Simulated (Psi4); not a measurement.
Reaction (SMILES): S (H2S) → [SH-] + H+
B3LYP-D3(BJ)/def2-TZVP geometries, fixed; electronic energies without zero-point terms.
Largest species:
```
S
H 1 1.3426
H 1 1.3426 2 92.55
```
Charge 0, spin multiplicity 1.

Effect of the integral screening threshold at MP2/cc-pV(T+d)Z with Psi4, against the last row, where the deprotonation energy is 363.65 kcal/mol. Cores are frozen.

```csv
setting,largest shift of a total energy (mEh),shift of the deprotonation energy (kcal/mol)
ints_tolerance: 1e-6,0.000,0.000
ints_tolerance: 1e-8,0.000,0.000
ints_tolerance: 1e-10,0.000,0.000
ints_tolerance: 1e-14,0.000,0.000
```

Within 0.02 kcal/mol in the deprotonation energy: ints_tolerance: 1e-6; ints_tolerance: 1e-8; ints_tolerance: 1e-10. The largest shift is 0.000 mEh in a total energy and 0.000 kcal/mol in the difference.
